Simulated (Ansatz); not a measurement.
`C=NCF` → `[CH]F` + `C=N` at 600 K and 1 bar (formal loss of a carbene).

Gas-phase electronic energies from Ansatz, PBE0-D4/def2-TZVP geometries. CBS: MP2 limit from def2 TZ/QZ plus the TZ coupled-cluster correction, frozen cores. This one scheme is used for every species. One conformer a species, not always the lowest.

```csv
species,CCSD(T)/CBS energy (Eh),H − E (kJ/mol),S (J/(mol·K))
`C=NCF`,-232.96675,201.6,335.1
`[CH]F`,-138.29972,54.0,249.2
`C=N`,-94.52360,129.6,259.4
```

H − E and S are ideal-gas, rigid-rotor, harmonic terms from PBE0-D4/def2-TZVP, for one conformer and one mirror image of each species. 1 Eh = 2625.50 kJ/mol, R = 8.31446 J/(mol·K).

Question: By hand: ΔE, ΔH, ΔS and ΔG.

Answer: ΔE = (-138.29972) + (-94.52360) − (-232.96675) = 0.14343 Eh = 376.6 kJ/mol. Δ(H − E) = 54.0 + 129.6 − 201.6 = -18.0, so ΔH = 358.6 kJ/mol. ΔS = 249.2 + 259.4 − 335.1 = 173.5 J/(mol·K). ΔG = 358.6 − 600 × (173.5)/1000 = 254.5 kJ/mol.

Question: By hand: the equilibrium constant, and the temperature at which ΔG would vanish if ΔH and ΔS stayed fixed.

Answer: log₁₀ K = −ΔG/(RT ln 10) = -22.2. ΔG = 0 at ΔH/ΔS = 2067 K.

The number of gas molecules changes by +1, which sets the sign of ΔS. A doubt of 5 kJ/mol in ΔE shifts log₁₀ K by 0.4 here. Other conformers and mirror images would add mixing entropy, several J/(mol·K) or more a flexible species. These are equilibria of isolated gas molecules and say nothing of rates. Largest T1 diagnostic: 0.018 (customary marks: 0.02 for closed shells, 0.045 for open ones).
